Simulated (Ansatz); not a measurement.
# LiPH₂ (triplet): the correlation ladder at distance P1–H4 = 1.110 Å, 6-31G

How much of the correlation energy of LiPH₂ (triplet) does each wave-function method recover here?

Method: 6-31G, core rule «outside noble gas», up to 6 orbitals frozen; program: Ansatz 0.2.0, Gaussian basis.

To be run: UHF; CCSD(T) on ROHF; CCSD(T) on UHF; BCCD(T) on ROHF; CISD; CCSDT(Q) on ROHF; CCSDT(Q) on UHF; CASSCF and MRCISD+Q, 4 electrons in 4 orbitals; CASSCF and NEVPT2, 4 electrons in 4 orbitals; Full CI.

44 further runs of the same task are left out: 23 for a known fault of the program, 18 that didn't finish, 3 set aside as unsound or not needed.

**1. What is computed**

The geometry derives from a PBE0/def2-TZVP stationary point (not a proven minimum). One bond is set to the value named and the two fragments are kept rigid.

4 atoms, charge 0, spin multiplicity 3.

Atoms are counted from 1 here; the program's logs count them from 0.

Bond lengths: P1–H3 1.430 Å, P1–H4 1.110 Å. Angles: H3–P1–H4 93.2°.

**2. UHF**

File in.yaml:

```yaml
crystal:
  periodic: [false, false, false]
  atoms:
    - {symbol: P, position_ang: [0.000000, 0.019799, 0.491149]}
    - {symbol: Li, position_ang: [0.000000, -0.008630, -2.575255]}
    - {symbol: H, position_ang: [0.000000, 0.496780, 1.839075]}
    - {symbol: H, position_ang: [0.000000, -1.045770, 0.802055]}
basis:
  gaussian: {orbitals: 6-31G}
magnetization: {spin_polarized: true, initial_magnetization: 2}
hamiltonian: {xc: hf}
output: {orbitals: {seedname: orbitals}}
```

On the command line:

```sh
$ ansatz run in.yaml --threads 1 --pin off --events-out ev --progress --plain --max-ram 2393MiB
```

The runs that follow: CCSD(T) on ROHF; CCSD(T) on UHF; BCCD(T) on ROHF; CISD; CCSDT(Q) on ROHF; CCSDT(Q) on UHF; CASSCF and MRCISD+Q, 4 electrons in 4 orbitals; CASSCF and NEVPT2, 4 electrons in 4 orbitals; Full CI.

**Question.** What will the summary of the whole plan be? Wanted: FCI from the RHF energy; RMP2 from FCI; UMP2 from FCI; RCCSD from FCI; RCCSD(T) from FCI; UCCSD(T) from FCI; RCCSDT(Q) from FCI; UCCSDT(Q) from FCI; NEVPT2 pair from FCI.

The runs gave:

| quantity | value |
| --- | --- |
| FCI from the ROHF energy | -1.7379 eV |
| RMP2 from FCI | +467.6 meV |
| UMP2 from FCI | +459.3 meV |
| RCCSD from FCI | +23.2 meV |
| RCCSD(T) from FCI | +6.5 meV |
| UCCSD(T) from FCI | +6.4 meV |
| RCCSDT(Q) from FCI | +0.2 meV |
| UCCSDT(Q) from FCI | +0.1 meV |
| NEVPT2 pair from FCI | +341.4 meV |
| MRCISD+Q pair from FCI | +1.8 meV |
| levels within 1 kcal/mol (43 meV) | RCCSD, UCCSD, RCCSD(T), UCCSD(T), BCCD(T), RCCSDT, UCCSDT, RCCSDT(Q), UCCSDT(Q), MRCISD pair, MRCISD+Q pair |
| T1 diagnostic | 0.014 |
| effectively unpaired electrons | 2.02 |

What this shows: RCCSD(T) misses by +6.5 meV, 0.4 % of the correlation energy. One determinant dominates. Of the multireference levels listed MRCISD+Q pair comes nearest in total energy (+1.8 meV), which doesn't show that its space is the better one. These misses are within one basis, not against nature; the frozen cores of restricted and unrestricted runs differ, which can shift their rows.

Levels on UHF freeze UHF's core orbitals, full CI those of ROHF, so the U rows can settle a little off it for that reason alone.

With open shells the CI space here admits some triples and quadruples, so it is larger than plain CISD.
